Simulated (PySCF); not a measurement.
Computed with PySCF (xtb for GFN2) and rigid-rotor harmonic-oscillator thermochemistry at 1 bar. Table values come from the NASA 1993 polynomials. Open shells (unrestricted): FO (multiplicity 2, electronic degeneracy 4). GFN2 has no spin-polarisation term. Spin-orbit splitting is ignored; it lowers the true energy and changes the entropy of FO. The harmonic model lacks anharmonicity and excited electronic states, which grow with temperature; levels with a mode under 35 cm⁻¹ are left out. The table's entry may be an old estimate for FO (not checked at source).

Harmonic frequencies at GFN2-xTB (cm⁻¹): 1149. Point group C∞v; S°(298 K) = 216.4 J/mol/K at this level.

### Question
Work out Cp and S° of gaseous FO at 500, 800, 1200, 1600, 2000 K from these, and set them beside the table.

### Answer
```tsv
T (K)	Cp GFN2-xTB	Cp table	S° GFN2-xTB	S° table
500	32.7	33.5	232.6	233.2
800	35.0	35.8	248.5	249.6
1200	36.2	37.1	263.0	264.4
1600	36.7	37.8	273.5	275.1
2000	37.0	38.3	281.7	283.6
```
Units J/mol/K.
